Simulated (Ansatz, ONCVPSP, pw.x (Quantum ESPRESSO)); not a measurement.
From atom to crystal: ONCV potential for vanadium

```json
{
 "Element": "vanadium",
 "Generator": "ONCVPSP 4.0.1.1 (patched build)",
 "Type": "optimised norm-conserving Vanderbilt (ONCV)",
 "Functional": "PBEsol",
 "Relativity": "scalar-relativistic",
 "Frozen core": "[Ne]",
 "Valence charge": "13",
 "Reference configuration": "3s2 3p6 3d3 4s1 (charge +1)",
 "Partial waves": "3s+4s: rc 1.85 bohr, ncon 4, nbas 8, qcut 5.6 1/bohr, 3 projectors, debl 0.8 Ha; 3p: rc 1.10 bohr, ncon 3, nbas 6, qcut 6.3 1/bohr, 2 projectors, debl 3 Ha; 3d: rc 2.25 bohr, ncon 5, nbas 9, qcut 8.5 1/bohr, 1 projector",
 "Local potential": "polynomial inside 1.10 bohr (lpopt 5, dvloc0 -1 Ha)",
 "Core correction": "Teter function, fcfact 4.5, rcfact 1.35"
}
```

Crystal test: bcc V in pw.x 7.5, no spin, 16³ k-points, Fermi–Dirac smearing 0.01 Ry, cutoffs 105/420 Ry. The reference is all-electron LAPW (Ansatz 0.2.0) with the same functional, mesh and smearing; V0 and B0 come from Birch–Murnaghan fits to the pressures at five volumes. Errors are pseudo minus all-electron; Δ is the rms difference of the E(V) curves that follow from these fits, minima aligned, over ±6 % about the mean V0. Mesh and smearing are coarse, so the numbers serve the comparison and aren't converged zero-temperature values; the lattice is a test structure that the element need not adopt.

All-electron: a0 = 2.962 Å (V0 = 12.99 Å³/atom), B0 = 194.1 GPa.

Question: How far does the potential miss the all-electron equation of state?

Answer: mean pressure error (GPa): +2.34; a0 (Å): 2.973; a0 error (%): +0.38; B0 error (%): -0.4; Δ (meV/atom): 6.4.

| V (Å³/atom) | P all-electron (GPa) | P pseudo (GPa) |
| --- | --- | --- |
| 12.276 | 12.20 | 14.96 |
| 12.599 | 6.29 | 8.81 |
| 12.922 | 1.03 | 3.35 |
| 13.245 | -3.64 | -1.51 |
| 13.568 | -7.79 | -5.83 |

Question: At the middle volume, how do free energy and pressure move when the wave cutoff is lowered (ecutrho kept at four times it)?

Answer:

```tsv
cutoff (Ry)	shift of F (meV/atom)	shift of P (GPa)
47	+201.5	-16.22
63	+52.2	-1.28
84	+5.3	-0.65
```

Input at the middle volume:

```
&control
  calculation='scf', prefix='x', pseudo_dir='./', outdir='./tmp', tstress=.true., disk_io='none'
/
&system
  ibrav=0, nat=1, ntyp=1, ecutwfc=105, ecutrho=420, nbnd=14,
  occupations='smearing', smearing='fd', degauss=0.01
/
&electrons
  conv_thr=1e-09, mixing_beta=0.4, electron_maxstep=70
/
ATOMIC_SPECIES
V 1.0 V.UPF
CELL_PARAMETERS angstrom
  -1.47827959 1.47827959 1.47827959
  1.47827959 -1.47827959 1.47827959
  1.47827959 1.47827959 -1.47827959
ATOMIC_POSITIONS crystal
V 0.0000 0.0000 0.0000
K_POINTS automatic
16 16 16 0 0 0
```

```bash
pw.x < V.scf.in > V.scf.out
```

Lines of the output:

```
Message from routine setup:
     using ibrav=0 with symmetry is DISCOURAGED, use correct ibrav instead
     lattice parameter (alat)  =       4.8386  a.u.
     unit-cell volume          =      87.2020 (a.u.)^3
     number of electrons       =        13.00
     number of Kohn-Sham states=           14
     kinetic-energy cutoff     =     105.0000  Ry
     charge density cutoff     =     420.0000  Ry
     scf convergence threshold =      1.0E-09
     Exchange-correlation= PBESOL
     number of k points=   145  Fermi-Dirac smearing, width (Ry)=  0.0100
     iteration #  1     ecut=   105.00 Ry     beta= 0.40
     total energy              =    -146.71130780 Ry
     estimated scf accuracy    <       1.74895053 Ry
     iteration #  2     ecut=   105.00 Ry     beta= 0.40
     total energy              =    -146.93034606 Ry
     estimated scf accuracy    <       0.04089189 Ry
     iteration #  3     ecut=   105.00 Ry     beta= 0.40
     total energy              =    -146.94181209 Ry
     estimated scf accuracy    <       0.00147224 Ry
     iteration #  4     ecut=   105.00 Ry     beta= 0.40
     total energy              =    -146.94095579 Ry
     estimated scf accuracy    <       0.00538542 Ry
     iteration #  5     ecut=   105.00 Ry     beta= 0.40
     total energy              =    -146.94214773 Ry
     estimated scf accuracy    <       0.00001192 Ry
     iteration #  6     ecut=   105.00 Ry     beta= 0.40
     total energy              =    -146.94215114 Ry
     estimated scf accuracy    <       0.00000645 Ry
     iteration #  7     ecut=   105.00 Ry     beta= 0.40
     total energy              =    -146.94215166 Ry
     estimated scf accuracy    <       0.00000040 Ry
     iteration #  8     ecut=   105.00 Ry     beta= 0.40
     total energy              =    -146.94215174 Ry
     estimated scf accuracy    <          4.2E-09 Ry
     iteration #  9     ecut=   105.00 Ry     beta= 0.40
     the Fermi energy is    17.4894 ev
!    total energy              =    -146.94215174 Ry
     estimated scf accuracy    <          5.9E-10 Ry
     smearing contrib. (-TS)   =      -0.00714533 Ry
     The total energy is F=E-TS. E is the sum of the following terms:
     one-electron contribution =     -42.05248767 Ry
     hartree contribution      =      27.74702587 Ry
     xc contribution           =     -22.54884611 Ry
     ewald contribution        =    -110.08069851 Ry
     convergence has been achieved in   9 iterations
          total   stress  (Ry/bohr**3)                   (kbar)     P=       33.46
     Message from routine punch:
     Nothing written, as per user request (disk_io='none')
```

The run at the middle volume (145 k-points, 9 iterations) took about 22 s on one core of a shared host (Neoverse-V2, 96 threads, 742 GiB, load 41).
